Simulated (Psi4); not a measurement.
# SiNH4O− (SMILES N[SiH-]O): levels of theory compared

We compute a comparison of 6 runs (HF/STO-3G, UHF/STO-6G, HF/6-31+G*, B3LYP/6-31G*, PBE/6-31G**, B97-3c/def2-mTZVP) of SiNH4O−. 

The results are computed with Psi4 1.11.

5 further runs of the same task are left out: 2 that didn't finish, 3 set aside as unsound or not needed.

### Step 1. The molecule

SiNH4O− has 7 atoms, charge -1, and is taken as a singlet. SMILES: `N[SiH-]O`. The shape is that of a GFN2-xTB optimisation. This is one conformer, not always the lowest.

Bond lengths: N1–Si2 1.835 Å, Si2–O3 1.697 Å, N1–H4 1.017 Å, N1–H5 1.016 Å, Si2–H6 1.554 Å, O3–H7 0.962 Å. Angles: N1–Si2–O3 100.2°, N1–Si2–H6 94.0°, O3–Si2–H6 101.8°, Si2–N1–H4 110.5°, Si2–N1–H5 109.5°, Si2–O3–H7 113.4°, H4–N1–H5 105.9°.

### Step 2. Energy and forces at HF/STO-3G (run 1)

Input file h4nosi.xyz:

```xyz
7
H4NOSi
N     -0.940250     0.080330    -0.489950
Si     0.408150     0.625000     0.628660
O      1.725490    -0.181570    -0.074880
H     -0.881470     0.565790    -1.381210
H     -1.837290     0.339730    -0.090590
H      0.007340    -0.353090     1.768080
H      1.518040    -1.076200    -0.360110
```

Input file calc.py:

```python
import psi4

psi4.set_memory('1600 MB')
psi4.set_num_threads(1)
psi4.set_output_file('run.log', False)

with open('h4nosi.xyz') as f:
    atoms = ''.join(f.readlines()[2:])
molecule = psi4.geometry('-1 1\n' + atoms + 'symmetry c1\nno_reorient\nno_com')

psi4.set_options({
    'basis': 'STO-3G',
    'puream': True,
    'e_convergence': 1e-09,
    'd_convergence': 1e-08,
    'scf_type': 'pk',
})

energy_value, wavefunction = psi4.gradient('scf', return_wfn=True)
psi4.oeprop(wavefunction, 'LOWDIN_CHARGES', 'QUADRUPOLE', 'WIBERG_LOWDIN_INDICES')
print('gradient / Eh bohr^-1')
print(energy_value.np.round(6))
print(f'energy = {wavefunction.energy():.10f} Eh')
```

The run is started by

```console
$ python calc.py
```

run.log:

```text
[...]
  Running in c1 symmetry.
[...]
  Nuclear repulsion =  108.376372008166953
[...]
  Multiplicity = 1
[...]
  Nalpha       = 17
  Nbeta        = 17
[...]
    Number of basis functions: 23
[...]
   @RHF iter   1:  -415.22458035006048   -2.12820e+00   1.46466e-02 DIIS/ADIIS
[...]
   @RHF iter  10:  -415.31896468432427   -5.68434e-13   2.96505e-09 DIIS
[...]
    Orbital Energies [Eh]
    ---------------------
    Doubly Occupied:
       1A    -67.537685     2A    -19.851846     3A    -14.945991
       4A     -5.547307     5A     -3.567051     6A     -3.566415
       7A     -3.565408     8A     -0.938091     9A     -0.784966
      10A     -0.337786    11A     -0.308485    12A     -0.245329
      13A     -0.140329    14A     -0.090266    15A     -0.085092
      16A     -0.045940    17A      0.115216
[...]
  @RHF Final Energy:  -415.31896468432427
   => Energetics <=
    Nuclear Repulsion Energy =            108.3763720081669533
    One-Electron Energy =                -804.5051320621449804
    Two-Electron Energy =                 280.8097953696537274
    Total Energy =                       -415.3189646843242713
[...]
  -Total Gradient:
     Atom            X                  Y                   Z
    ------   -----------------  -----------------  -----------------
       1       -0.019801765193     0.038614737091    -0.003410917883
       2        0.016764326584    -0.028277811737    -0.043952661776
       3       -0.023467110399    -0.015366260756     0.000156743671
       4        0.007309185824    -0.014181721351     0.011730430410
       5        0.015590427019    -0.010213593450    -0.000256499659
       6       -0.008926008026    -0.007066508687     0.026290881917
       7        0.012530944191     0.036491158891     0.009442023322
[...]
```

On the terminal:

```text
gradient / Eh bohr^-1
[[-0.019802  0.038615 -0.003411]
 [ 0.016764 -0.028278 -0.043953]
 [-0.023467 -0.015366  0.000157]
 [ 0.007309 -0.014182  0.01173 ]
 [ 0.01559  -0.010214 -0.000256]
 [-0.008926 -0.007067  0.026291]
 [ 0.012531  0.036491  0.009442]]
energy = -415.3189646843 Eh
```

It took 1.2 s on 1 thread of Intel Xeon 6975P-C (Granite Rapids), shared host; peak memory 0.18 GiB.

### Step 3. Energy and one-electron properties at UHF/STO-6G (Cholesky decomposition) (run 2)

Input file job.py:

```python
import psi4

psi4.set_memory(1600000000)
psi4.set_num_threads(1)
psi4.core.set_output_file('output.dat', False)

m = psi4.geometry("""
-1 1
N     -1.77681499     0.15180170    -0.92587131
Si     0.77129172     1.18107883     1.18799523
O      3.26070353    -0.34311757    -0.14150269
H     -1.66573689     1.06918814    -2.61010862
H     -3.47197491     0.64199666    -0.17119029
H      0.01387059    -0.66724340     3.34118697
H      2.86867985    -2.03372326    -0.68050927
units au
no_reorient
no_com
""")

psi4.set_options({
    'reference': 'uhf',
    'scf_type': 'cd',
})

E, wfn = psi4.energy("hf/STO-6G", molecule=m, return_wfn=True)
psi4.oeprop(wfn, "NO_OCCUPATIONS", "QUADRUPOLE")
print('E =', round(E, 9))
for k, v in sorted(psi4.core.scalar_variables().items()):
    print(f'{k:45s} {v:18.10f}')
```

The run is started by

```console
$ python job.py
```

output.dat:

```text
[...]
  Running in c1 symmetry.
[...]
  Nuclear repulsion =  108.376372024608187
[...]
  Multiplicity = 1
[...]
  Nalpha       = 17
  Nbeta        = 17
[...]
    Number of basis functions: 23
[...]
   @UHF iter   1:  -418.75653363988386   -2.12561e+00   1.48483e-02 ADIIS/DIIS
[...]
   @UHF iter   7:  -418.85382376135641   -9.63695e-09   8.50844e-07 DIIS
[...]
   @S^2 Observed:                7.105427358E-15
[...]
  @UHF Final Energy:  -418.85382376135641
   => Energetics <=
    Nuclear Repulsion Energy =            108.3763720246081874
    One-Electron Energy =                -808.7320405214392167
    Two-Electron Energy =                 281.5018447354746627
    Total Energy =                       -418.8538237613564092
  UHF NO Occupations:
  HONO-2 :   15  A 2.0000000
  HONO-1 :   16  A 2.0000000
[...]
 Multipole Moments:
 ------------------------------------------------------------------------------------
     Multipole            Electronic (a.u.)      Nuclear  (a.u.)        Total (a.u.)
 ------------------------------------------------------------------------------------
 L = 1.  Multiply by 2.5417464519 to convert [e a0] to [Debye]
 Dipole X            :        -23.1104833           22.1908460           -0.9196373
 Dipole Y            :        -14.1595334           13.8629931           -0.2965403
 Dipole Z            :         -9.6917126            8.8981913           -0.7935213
 Magnitude           :                                                    1.2503379
 L = 2.  Multiply by 1.3450342976 to convert [e a0^2] to [Debye ang]
 Quadrupole XX       :       -161.5900163          138.5442791          -23.0457372
 Quadrupole XY       :          6.1260759           -7.9384520           -1.8123762
[...]
```

On the terminal:

```text
E = -418.853823761
CURRENT ENERGY                                   -418.8538237614
CURRENT REFERENCE ENERGY                         -418.8538237614
DD SOLVATION ENERGY                                 0.0000000000
HF KINETIC ENERGY                                 421.0548958387
HF POTENTIAL ENERGY                              -839.9087196001
HF TOTAL ENERGY                                  -418.8538237614
HF VIRIAL RATIO                                     1.9947724819
NUCLEAR REPULSION ENERGY                          108.3763720246
ONE-ELECTRON ENERGY                              -808.7320405214
PCM POLARIZATION ENERGY                             0.0000000000
PE ENERGY                                           0.0000000000
SCF ITERATION ENERGY                             -418.8538237614
SCF ITERATIONS                                      7.0000000000
SCF TOTAL ENERGY                                 -418.8538237614
TWO-ELECTRON ENERGY                               281.5018447355
```

It took 1.8 s on 1 thread of Intel Xeon 6975P-C (Granite Rapids), shared host; peak memory 0.19 GiB.

Runs 3 to 5 aren't shown in full; the table further down has their settings and results.

### Step 4. A single-point energy at B97-3c/def2-mTZVP (density fitting) (run 6)

h4nosi.xyz is that of step 2.

Input file run.py:

```python
import psi4

psi4.set_memory('1600 MB')
psi4.set_num_threads(1)
psi4.core.set_output_file('psi4.out', False)

with open('h4nosi.xyz') as f:
    atoms = ''.join(f.readlines()[2:])
m = psi4.geometry('-1 1\n' + atoms + 'symmetry c1\nno_reorient\nno_com')

energy_value = psi4.energy("B97-3C", molecule=m)
print(f'B97-3C energy: {energy_value:.10f} Eh')
```

The run is started by

```console
$ python run.py
```

psi4.out:

```text
[...]
  Running in c1 symmetry.
[...]
  Nuclear repulsion =  108.376372008166953
[...]
  Multiplicity = 1
[...]
  Nalpha       = 17
  Nbeta        = 17
[...]
    Number of basis functions: 77
[...]
   @DF-RKS iter   1:  -421.10767467363212    7.83266e-02   1.65665e-02 DIIS/ADIIS
[...]
   @DF-RKS iter  10:  -421.79285065414507   -2.84025e-08   6.85975e-07 DIIS
[...]
  @DF-RKS Final Energy:  -421.79285065414507
   => Energetics <=
    Nuclear Repulsion Energy =            108.3763720081669533
    One-Electron Energy =                -805.2224618481322977
    Two-Electron Energy =                 313.0653222426565208
    DFT Exchange-Correlation Energy =     -37.9867345193663084
    Empirical Dispersion Energy =          -0.0253485374699515
    VV10 Nonlocal Energy =                  0.0000000000000000
    Total Energy =                       -421.7928506541450702
[...]
 Multipole Moments:
 ------------------------------------------------------------------------------------
     Multipole            Electronic (a.u.)      Nuclear  (a.u.)        Total (a.u.)
 ------------------------------------------------------------------------------------
 L = 1.  Multiply by 2.5417464519 to convert [e a0] to [Debye]
 Dipole X            :        -23.4244781           22.1908460           -1.2336321
 Dipole Y            :        -14.9065098           13.8629931           -1.0435167
 Dipole Z            :        -10.1124644            8.8981912           -1.2142732
 Magnitude           :                                                    2.0211963
[...]
```

On the terminal:

```text
B97-3C energy: -421.7928506541 Eh
```

It took 5.4 s on 1 thread of Intel Xeon 6975P-C (Granite Rapids), shared host; peak memory 0.52 GiB.

### Step 5. Overview of the runs

| run | level | task | integrals | energy (Eh) | HOMO energy (eV) | LUMO energy (eV) | HOMO–LUMO gap (eV) | wall time |
| --- | --- | --- | --- | --- | --- | --- | --- | --- |
| 1 | HF/STO-3G | gradient | pk | -415.318965 | 3.14 | 21.43 | 18.30 | 1.2 s |
| 2 | UHF/STO-6G (Cholesky decomposition) | properties | cd | -418.853824 | 3.07 | 21.37 | 18.30 | 1.8 s |
| 3 | HF/6-31+G* (spherical functions) | gradient | pk | -420.570229 | -1.36 | 5.57 | 6.93 | 2.5 s |
| 4 | B3LYP/6-31G* (spherical functions) | energy | pk | -421.884999 | 1.73 | 6.63 | 4.90 | 6.9 s |
| 5 | PBE/6-31G** (spherical functions) | gradient | pk | -421.573083 | 2.58 | 6.01 | 3.43 | 11 s |
| 6 | B97-3c/def2-mTZVP (density fitting) | energy | df | -421.792851 | 2.05 | 4.93 | 2.88 | 5.4 s |

### Step 6. Outcome

| quantity | value |
| --- | --- |
| run 6: total energy | -421.79285 Eh |
| run 6: HOMO energy | 2.05 eV |
| run 6: LUMO energy | 4.93 eV |
| run 6: HOMO–LUMO gap (to an unbound level, set by the basis) | 2.88 eV |

**Reading.** The HOMO–LUMO gap runs from 2.88 eV (B97-3c/def2-mTZVP) to 18.30 eV (HF/STO-3G). The two ends differ in method and basis. The empty levels of an anion lie above zero and hang on the basis. Totals of different functionals can't be ranked against each other. In runs 1, 2, 4, 5, 6 the HOMO lies above zero, so the outermost electron may be held by the basis alone. In runs 1, 2 the basis is minimal, so the values are rough. All runs together took 29 s, the longest 11 s.
